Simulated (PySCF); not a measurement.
Gas-phase reaction: 2 BH + BF3 + 2 H2 ⇌ 3 BH2F

Computed with PySCF (xtb for GFN2) and rigid-rotor harmonic-oscillator thermochemistry at 1 bar. † marks an energy on the PBE0/def2-TZVP geometry and frequencies; other levels use their own. MP2 and CCSD(T) freeze the core. 6-31G* has spherical d functions here. All species are closed-shell singlets. BH2F: computed as isolated molecules; such fragments, hydroxides, amides, oligomers or adducts are transient or little studied in the gas. MP2 isn't extrapolated to the basis-set limit; its ΔH°(298 K) is -732.2 kJ in def2-SVP and -717.3 kJ in def2-TZVPP. CCSD(T) isn't extrapolated to the basis-set limit; its ΔH°(298 K) is -673.7 kJ in def2-SVP and -659.9 kJ in def2-TZVPP. The harmonic model lacks anharmonicity and excited electronic states, which grow with temperature; levels with a mode under 35 cm⁻¹ are left out.

ΔH° and ΔS° at 298 K: CCSD(T)/def2-SVP† -674 kJ, -191 J/K; CCSD(T)/def2-TZVPP† -660 kJ, -191 J/K; GFN2-xTB -1021 kJ, -193 J/K; HF/6-31G* -680 kJ, -190 J/K; MP2/def2-SVP† -732 kJ, -191 J/K.

With the heat capacities included, give log10 K (1 bar) at 500, 800, 1000, 1400, 1800 K from CCSD(T)/def2-SVP†, CCSD(T)/def2-TZVPP†, GFN2-xTB, HF/6-31G*, MP2/def2-SVP†.


| T (K) | CCSD(T)/def2-SVP† | CCSD(T)/def2-TZVPP† | GFN2-xTB | HF/6-31G* | MP2/def2-SVP† |
|---|---|---|---|---|---|
| 500 | 60.1 | 58.6 | 96.3 | 60.8 | 66.2 |
| 800 | 33.2 | 32.3 | 55.8 | 33.6 | 37.0 |
| 1000 | 24.2 | 23.4 | 42.3 | 24.5 | 27.2 |
| 1400 | 13.8 | 13.3 | 26.9 | 14.0 | 16.0 |
| 1800 | 8.1 | 7.7 | 18.3 | 8.2 | 9.8 |
